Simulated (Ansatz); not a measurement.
Coupled-cluster diagnostics for SiMe2 (C₂H₆Si), Ansatz.

Geometry of the singlet (PBE0-D4/def2-TZVP):

```xyz
9

C    -0.668    0.637    1.088
C     0.744   -0.648   -1.031
Si    1.041   -0.124    0.769
H    -1.441   -0.134    0.966
H    -0.888    1.411    0.342
H    -0.770    1.072    2.084
H     0.543    0.244   -1.639
H    -0.150   -1.279   -1.109
H     1.589   -1.180   -1.471
```

Correlated methods freeze 7 core orbitals. Another isomer (singlet) lies 0.35 eV lower at PBE0-D4/def2-TZVP; other spin states weren't run for this one.

(1) Estimate the CCSD(T) correlation energy, the shares of MP2 and (T), T1 and the reference's ⟨S²⟩ for: charge 0, singlet, own geometry in def2-TZVPP; and the rough time on 2 threads of AMD EPYC 9R45 on a shared host.

Results:

(1) 
| state | basis | correlation (eV) | MP2 share (%) | (T) share (%) | T1 | ⟨S²⟩ (pure) | wall time | remarks |
| --- | --- | --- | --- | --- | --- | --- | --- | --- |
| charge 0, singlet, own geometry | def2-TZVPP | -14.349 | 87.9 | 3.8 | 0.012 | 0.00 (0.00) | 13 s | restricted SCF unstable |
Customary marks for T1 are 0.02 (closed shells), 0.045 (open shells) and about 0.05 (3d metals). T1 stays under 0.02 throughout.
